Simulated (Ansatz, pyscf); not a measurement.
HN=SiH–NH₂ -> HN=Si: [singlet] + ammonia (NH₃), a 1,1-elimination on the singlet surface: N–Si, H–Si broken, H–N formed. Structures and frequencies: ωB97X-D3(BJ)/def2-SVP in PySCF. Wave-function energies: Ansatz (a quantum-chemistry and plane-wave program), frozen core, RHF or UHF references. In kcal/mol, from the reactant's lowest minimum found.

| level | barrier | reaction energy |
|---|---|---|
| ωB97M-D3(BJ)/def2-TZVP | 68.22 | +18.96 |
| M06-2X/def2-TZVP | 68.79 | +20.71 |
| CCSD(T)/cc-pV(D+d)Z | 65.15 | +9.67 |
| CCSDT(Q)/cc-pV(D+d)Z | … | … |
| CCSD(T)/cc-pV(T+d)Z | 66.45 | +16.90 |
| CCSD(T)/cc-pV(Q+d)Z | … | +19.16 |

Problem. Complete the blanks.

Solution. 
- CCSDT(Q)/cc-pV(D+d)Z, barrier: 64.24
- CCSDT(Q)/cc-pV(D+d)Z, reaction energy: +9.49
- CCSD(T)/cc-pV(Q+d)Z, barrier: 67.25

In cc-pV(D+d)Z, going from CCSD(T) to CCSDT(Q) shifts the barrier by -0.91 and the reaction energy by -0.18 kcal/mol. With HF in the quadruple-zeta basis and the correlation energy extrapolated as X⁻³ from X = 3, 4, CCSD(T) gives 67.67 and +20.35; adding the double-zeta shift gives ΔE‡ = 66.76 and ΔE = +20.17 kcal/mol, without core correlation, relativity or geometry relaxation at these levels. On the product side the descent ends in an adduct with a N–Si contact, 5.78 kcal/mol under the separated species and 52.47 kcal/mol under the saddle at ωB97X-D3(BJ)/def2-TZVP. What is counted as broken (N–Si) persists as a longer contact in the product adduct; parting that adduct is a step of its own. At ωB97X-D3(BJ)/def2-TZVP the barrier from the zero used here is 71.45 kcal/mol. HN=SiH–NH₂ lies 20.73 kcal/mol over its isomer H₂N–Si:–NH₂ [singlet] (electronic energy, ωB97M-D3(BJ)/def2-TZVP). This is the saddle that the search found; another between the same sides may lie lower.
